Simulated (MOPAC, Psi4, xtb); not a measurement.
Interaction energy of C2H2 ··· CH4O (SMILES C#C and CO). Monomers: optimised at B3LYP-D3(BJ) (def2-TZVP), held rigid. Orientation: lowest of the rigid-body minima from ten starts at GFN2-xTB. Only R, the distance of the centres of mass, is varied, so the lowest point isn't the relaxed dimer.

Geometry at R = 4.06 Å (first 4 atoms: monomer A):
```
10

C      0.5918     0.0290    -0.0835
C     -0.5918    -0.0289     0.0835
H      1.6429     0.0804    -0.2312
H     -1.6429    -0.0804     0.2312
C     -3.7052     1.7923     1.3994
O     -3.7367     0.5061     0.7969
H     -4.2069     2.5488     0.7858
H     -4.1546     1.7922     2.3987
H     -2.6563     2.0692     1.4952
H     -4.6542     0.2332     0.6996
```

- PBE-D3(BJ)/def2-TZVP, counterpoise-corrected (Psi4)
- SAPT0/jun-cc-pVDZ, frozen core (Psi4)
- PM7, restricted, heats of formation (MOPAC)
- HF/aug-cc-pVDZ, counterpoise-corrected (Psi4)
- GFN1-xTB (xtb)

Interaction energies in kJ/mol (negative: bound); R is the distance of the centres of mass, d the H4···O6 distance.

| R / Å | d / Å | PBE-D3(BJ)/def2-TZVP | SAPT0/jun-cc-pVDZ | PM7 | HF/aug-cc-pVDZ | GFN1-xTB |
|---|---|---|---|---|---|---|
| 3.49 | 1.68 | -0.46 | -0.60 | 11.58 | 16.94 | 25.17 |
| 3.65 | 1.84 | -10.22 | -10.38 | 0.78 | 2.28 | 8.68 |
| 3.84 | 2.03 | -14.46 | -14.65 | -4.97 | -5.83 | -0.89 |
| 4.06 | 2.25 | -14.71 | -14.82 | -6.84 | -8.89 | -4.83 |
| 4.30 | 2.49 | -12.86 | -12.85 | -6.40 | -8.91 | -5.25 |
| 4.43 | 2.62 | -11.59 | -11.56 | -5.80 | -8.36 | -4.82 |
| 4.74 | 2.93 | -8.71 | -8.72 | -4.39 | -6.69 | -3.41 |
| 5.09 | 3.28 | -6.13 | -6.28 | -3.20 | -4.99 | -2.19 |
| 5.56 | 3.75 | -3.83 | -4.12 | -2.11 | -3.36 | -1.31 |
| 6.24 | 4.43 | -2.06 | -2.39 | -1.21 | -1.99 | -0.72 |
| 7.29 | 5.48 | -0.94 | -1.17 | -0.83 | -1.00 | -0.32 |
| 8.59 | 6.78 | -0.44 | -0.56 | -0.39 | -0.49 | -0.14 |

Lowest grid point: PBE-D3(BJ)/def2-TZVP -14.71 kJ/mol at R = 4.06 Å; SAPT0/jun-cc-pVDZ -14.82 kJ/mol at R = 4.06 Å; PM7 -6.84 kJ/mol at R = 4.06 Å; HF/aug-cc-pVDZ -8.91 kJ/mol at R = 4.30 Å; GFN1-xTB -5.25 kJ/mol at R = 4.30 Å.
